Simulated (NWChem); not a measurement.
Correlation energy of chloromethane (CH₃Cl)

```xyz
5

C      1.1279    -0.0568     0.0000
Cl    -0.6610     0.0333     0.0000
H      1.4635    -0.5967     0.9046
H      1.4635    -0.5967    -0.9046
H      1.5423     0.9682     0.0000
```
Charge 0, spin multiplicity 1.

Everything below was run with NWChem. The geometry was optimised at PBE/def2-SVP, a minimum by its harmonic frequencies.

Basis set: 6-31G*. Each correlation energy counts from its own Hartree-Fock reference.

```csv
method,correlation energy (mHa),difference from CCSD(T)
CR-CCSD[T],-294.5,+1.0
CCSD,-288.6,+6.8
CR-CCSD(T),-294.2,+1.2
MP2,-259.6,+35.8
CCSD+T(CCSD),-295.7,-0.3
CCSD(T),-295.4,0.0
SCS-MP2,-258.0,+37.4
```

The values span 37.7 mHa, from CCSD+T(CCSD) (lowest) to SCS-MP2 (highest). 

The correlated methods keep 6 core orbitals frozen. The Pople sets run with spherical d functions. Coupled-cluster values serve here as a point of comparison, not as the truth.
